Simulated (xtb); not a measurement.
xtb input (GFN2-xTB):

```bash
xtb mol.xyz --gfn 2 --ohess tight --chrg -1 --uhf 0
```
mol.xyz:
```
12

C     -0.06404451     0.14247926     0.11066237
C     -0.03838610     0.90323596     1.43353903
C     -0.11472074    -0.62470026     1.39614069
C      0.70745306     0.10753069    -1.12744892
C     -0.87730441     0.09050709    -1.15799158
H      0.84048308     1.35752380     1.70040120
H     -1.02921120    -1.17033425     1.70063903
H      0.87237611    -1.15693824     1.67078413
H      1.18974121    -0.79178227    -1.43445177
H      1.20353185     1.04267288    -1.45960690
H     -1.30241197    -0.80869433    -1.42325936
H     -1.36170087     0.99180582    -1.47606629
```

End of the output:

```
   ------------------------------------------------------------------------
       1    280.25    -0.45681 ( 99.90%)    -0.54574 (  0.10%)    -0.45690
   ------------------------------------------------------------------------

   temp. (K)  partition function   enthalpy   heat capacity  entropy
                                   cal/mol     cal/K/mol   cal/K/mol   J/K/mol
 298.15  VIB   2.63                 1260.130     12.213      6.149
         ROT  0.606E+05              888.752      2.981     24.864
         INT  0.159E+06             2148.882     15.194     31.013
         TR   0.532E+27             1481.254      4.968     38.512
         TOT                        3630.1359    20.1618    69.5245   290.8905

       T/K    H(0)-H(T)+PV         H(T)/Eh          T*S/Eh         G(T)/Eh
   ------------------------------------------------------------------------
    298.15    0.578499E-02    0.102407E+00    0.330333E-01    0.693740E-01
   ------------------------------------------------------------------------

         :::::::::::::::::::::::::::::::::::::::::::::::::::::
         ::                  THERMODYNAMIC                  ::
         :::::::::::::::::::::::::::::::::::::::::::::::::::::
         :: total free energy         -14.238350733094 Eh   ::
         ::.................................................::
         :: total energy              -14.307724685469 Eh   ::
         :: zero point energy           0.096622295098 Eh   ::
         :: G(RRHO) w/o ZPVE           -0.027248342723 Eh   ::
         :: G(RRHO) contrib.            0.069373952376 Eh   ::
         :::::::::::::::::::::::::::::::::::::::::::::::::::::

optimized geometry written to: xtbopt.xyz

           -------------------------------------------------
          | TOTAL ENERGY              -14.307724685469 Eh   |
          | TOTAL ENTHALPY            -14.205317400554 Eh   |
Note: The following floating-point exceptions are signalling: IEEE_UNDERFLOW_FLAG IEEE_DENORMAL
normal termination of xtb
          | TOTAL FREE ENERGY         -14.238350733094 Eh   |
          | GRADIENT NORM               0.000116100154 Eh/α |
          | HOMO-LUMO GAP               6.053265991446 eV   |
           -------------------------------------------------

------------------------------------------------------------------------
------------------------------------------------------------------------
 total:
 SCF:
 ANC optimizer:
 analytical hessian:
```

It need not be the lowest isomer of its formula. Whether it binds its extra electron was not tested at this geometry.
